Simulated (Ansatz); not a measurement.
Worked example: correlation energy of HAl–AlH⁺, quartet

Geometry: that of the HAl–AlH, triplet, kept fixed. The doublet lies 3.1 eV lower here.

```xyz
4

Al    0.0000    0.0000    1.1500
Al    0.0000    0.0000   -1.1500
H     0.0000    0.0000    2.7245
H     0.0000    0.0000   -2.7245
```

Basis cc-pVDZ; Ansatz 0.2.0. Only valence electrons are correlated (noble-gas cores frozen), which leaves 7 electrons in 36 orbitals. Prefix R: restricted or restricted open-shell reference; prefix U: unrestricted.

Full CI isn't at hand for all of this; UCCSDT(Q) serves as the reference, and is uncertain by about the last step of the cluster series.

Runs differ by some tens of microhartree through their thresholds and, for an open shell, their frozen cores, so steps under 0.03 kcal/mol mean nothing.

| level | total energy (hartree) |
| --- | --- |
| UHF | -484.583386 |
| UMP2 | -484.658571 |
| UCCSD | -484.690341 |
| UCCSD(T) | -484.693916 |
| UCCSDT | -484.695671 |
| UCCSDT(Q) | -484.695851 |

Question: What is the correlation energy at UCCSDT(Q), and what share of it do UMP2 and UCCSD(T) recover?

Answer: E(corr) = -484.695851 − (-484.583386) = -0.112465 hartree = -3.060 eV. UMP2: -0.075185 / -0.112465 = 66.85 %. UCCSD(T): -0.110530 / -0.112465 = 98.28 %.

Question: By how many kcal/mol does UCCSD(T) miss UCCSDT(Q) (1 hartree = 627.509 kcal/mol), and which steps make up the rest?

Answer: -484.693916 − (-484.695851) = 0.001935 hartree = 1.21 kcal/mol. Steps: UCCSDT − UCCSD(T) = -1.10, UCCSDT(Q) − UCCSDT = -0.11 kcal/mol. Differences between like states or geometries often cancel part of this.
